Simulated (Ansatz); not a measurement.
**CeCl3: one state, many levels**

One table from this session's results is given with a row withheld; the runs are named, their logs left out.

The runs use Ansatz 0.2.0, Gaussian basis; as each input shows.

Levels to be run: PBE-D4/def2-TZVP, r2SCAN-D4/def2-TZVP, B97M-V/def2-TZVP, r2SCANh-D4/def2-TZVP, LC-ωPBE/def2-TZVP, r2SCAN0-D4/def2-TZVP, ωB97M-V/def2-TZVP, LC-ωPBE(0.10)/def2-SVP, LC-ωPBE(0.15)/def2-SVP, LC-ωPBE(0.20)/def2-SVP, LC-ωPBE(0.30)/def2-SVP, PBE-D4/def2-SVP, PBE0-D4/def2-SVP, CCSD(T)/def2-SVP, MP2/def2-TZVP, RPA/def2-TZVP.

### The structure

The geometry is that of the doublet, from an earlier relaxation (r2SCAN-D4/def2-SVP).

4 atoms, charge 0, spin multiplicity 2.

Atoms are counted from 1 here; the program's logs count them from 0.

Bond lengths: Ce1–Cl2 2.534 Å, Ce1–Cl3 2.534 Å, Ce1–Cl4 2.534 Å. Angles: Cl2–Ce1–Cl3 112.6°, Cl2–Ce1–Cl4 112.6°, Cl3–Ce1–Cl4 112.6°.

Coordinates:

```xyz
4
charge 0, multiplicity 2
Ce   -0.0060   -0.0014    0.5287
Cl    2.4361   -0.0225   -0.1483
Cl   -1.1952    2.1200   -0.1842
Cl   -1.2348   -2.0961   -0.1962
```

Ce takes a core potential in the def2 sets. No spin-orbit coupling is included.

PBE0-D4/def2-TZVP was run before; its log isn't repeated, and its numbers join the tables.

The first run:

start.molden holds the orbitals of an earlier run on this state, given as this run's starting guess.

in.yaml reads:

```yaml
crystal:
  periodic: [false, false, false]
  atoms:
    - {symbol: Ce, position_ang: [-0.006042, -0.001450, 0.528712]}
    - {symbol: Cl, position_ang: [2.436145, -0.022452, -0.148267]}
    - {symbol: Cl, position_ang: [-1.195247, 2.120020, -0.184215]}
    - {symbol: Cl, position_ang: [-1.234845, -2.096117, -0.196230]}
basis:
  gaussian: {orbitals: def2-TZVP, initial_orbitals: start.molden}
magnetization: {spin_polarized: true, initial_magnetization: 1}
hamiltonian: {xc: pbe, dispersion: d4}
scf: {omitted_lower_state_checks: [starts]}
output: {forces: true, orbitals: {seedname: orbitals}}
```

Launch:

```bash
ansatz run in.yaml --threads 4 --pin off --events-out ev --progress --plain --max-ram 8704MiB
```

Among the steps run: PBE-D4/def2-TZVP; r2SCAN-D4/def2-TZVP; B97M-V/def2-TZVP; r2SCANh-D4/def2-TZVP; LC-ωPBE/def2-TZVP; r2SCAN0-D4/def2-TZVP; ωB97M-V/def2-TZVP; LC-ωPBE(0.10)/def2-SVP; LC-ωPBE(0.15)/def2-SVP; LC-ωPBE(0.20)/def2-SVP; LC-ωPBE(0.30)/def2-SVP; PBE-D4/def2-SVP; PBE0-D4/def2-SVP; CCSD(T)/def2-SVP; MP2/def2-TZVP; RPA/def2-TZVP.

One table of the session follows, with a row left open; its other results are not shown here.

```
                 level  HOMO (eV)  LUMO (eV)  gap (eV)
       PBE-D4/def2-SVP      -4.67      -4.13      0.54
      PBE-D4/def2-TZVP      -4.91      -4.36      0.55
   r2SCAN-D4/def2-TZVP          ?          ?         ?
      B97M-V/def2-TZVP      -5.25      -3.60      1.65
  r2SCANh-D4/def2-TZVP      -6.32      -3.14      3.18
      PBE0-D4/def2-SVP      -7.78      -2.48      5.30
     PBE0-D4/def2-TZVP      -7.93      -2.56      5.36
  r2SCAN0-D4/def2-TZVP      -7.99      -2.35      5.64
     LC-ωPBE/def2-TZVP     -11.09      -0.73     10.36
     ωB97M-V/def2-TZVP     -10.47      -1.31      9.16
LC-ωPBE(0.10)/def2-SVP      -6.25      -2.67      3.58
LC-ωPBE(0.15)/def2-SVP      -7.10      -2.07      5.03
LC-ωPBE(0.20)/def2-SVP      -7.97      -1.57      6.39
LC-ωPBE(0.30)/def2-SVP      -9.62      -0.86      8.77
```

**Question.** Estimate the row for r2SCAN-D4/def2-TZVP.

Worked estimate for «HOMO (eV)». Against the share of exact exchange, r2SCANh-D4/def2-TZVP (0.1, -6.32), r2SCAN0-D4/def2-TZVP (0.25, -7.99) give a slope of -11.13 per unit share; at 0 the line stands at -5.21.

As computed: HOMO (eV): -5.16; LUMO (eV): -3.97; gap (eV): 1.19. In «HOMO (eV)» the line misses by -0.05.
